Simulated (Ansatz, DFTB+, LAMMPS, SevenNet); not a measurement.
## hcp Mg: properties by level of theory

Reference values: lattice constant a 3.209 Å (measured, 293 K, not corrected to a static lattice; as tabulated in Wikipedia's data pages); lattice parameter c 5.210 Å (measured, 293 K, no zero-point or thermal correction; as tabulated in Wikipedia's data pages).

| level (code) | lattice constant a (Å) | c axis length (Å) |
|---|---|---|
| Finnis–Sinclair EAM Mg_mm.eam.fs (LAMMPS) | 3.184 | 5.184 |
| GFN1-xTB as cut by DFTB+ | 3.933 | 6.340 |
| SevenNet-l3i5 | 3.199 | 5.171 |
| rVV10 (Ansatz) | 3.176 | 5.160 |
| r²SCAN+rVV10 (Ansatz) | 3.175 | 5.151 |
| Hartree–Fock (Ansatz) | 3.285 | 5.280 |

Differences from the reference values (errors of the level alone only where the reference is corrected to a static lattice):

```csv
level,lattice constant a (%),lattice parameter c (%)
Finnis–Sinclair EAM Mg_mm.eam.fs,-0.78,-0.50
GFN1-xTB as cut by DFTB+,+23,+22
SevenNet-l3i5,-0.31,-0.75
rVV10,-1.03,-0.96
r²SCAN+rVV10,-1.06,-1.13
Hartree–Fock,+2.37,+1.34
```

Nearest: lattice constant a, not ranked (reference at room or unstated temperature); lattice parameter c, not ranked (reference at room or unstated temperature). Empirical potentials aren't ranked on values they can be fitted to.

Empirical potentials (Finnis–Sinclair EAM Mg_mm.eam.fs) are fitted to chosen data: where that held the value shown, agreement is built in, and what lay outside the fit can be far off. Machine-learned potentials (SevenNet-l3i5) are trained on DFT data: a solid inside that data is no test of them.

Caveats: codes differ in how they cut the long-range tail of xTB's charge interaction in a crystal, so the value belongs to this code (GFN1-xTB as cut by DFTB+); the cell moved over 20 % in volume from its start (GFN1-xTB as cut by DFTB+); the method was fitted mainly to molecules (GFN1-xTB as cut by DFTB+). Ansatz's density-functional and Hartree–Fock values are scalar-relativistic unless marked +SOC, with PAW data made under PBE.

Differences are worked out from the printed values.

Computed values are for the static lattice.

Ansatz is a quantum-chemistry and plane-wave program.
